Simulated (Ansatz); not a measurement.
System: rutile MnF2. Method: LDA in Ansatz (PAW).

Run with plane-wave cutoff 520 eV, 8×8×10 k mesh (along the axes of the cell as run), Fermi–Dirac smearing 0.01 eV, spin-polarised with opposed moments, scalar-relativistic PAW data made under PBE.

Response to compression and expansion:

Shape and atoms are relaxed at each volume.

```tsv
V (Å³/atom)	P (GPa)	direct gap at Γ (eV)	smallest gap on the k mesh (eV)	c (Å)
11.684	4.83	1.795	1.570	3.190
11.927	2.28	1.830	1.643	3.202
12.171	0.01	1.849	1.707	3.216
12.414	-2.03	1.860	1.765	3.229
12.657	-3.85	1.866	1.781	3.240
```

The fundamental gap (1.70 eV at the equilibrium volume, with added k points) lies elsewhere than Γ–Γ.

Measured, for comparison: band gap 9.9 eV (temperature not stated, no zero-point or thermal correction, the source doubts the polymorph; as tabulated in Das and Bazhirov (2019), arXiv:1808.05325).

Note: without U or exact exchange, gaps and moments of open d shells tend to come out too small; the bulk modulus comes from volumes at which shape and atoms were relaxed.

Ansatz is an electronic-structure program.
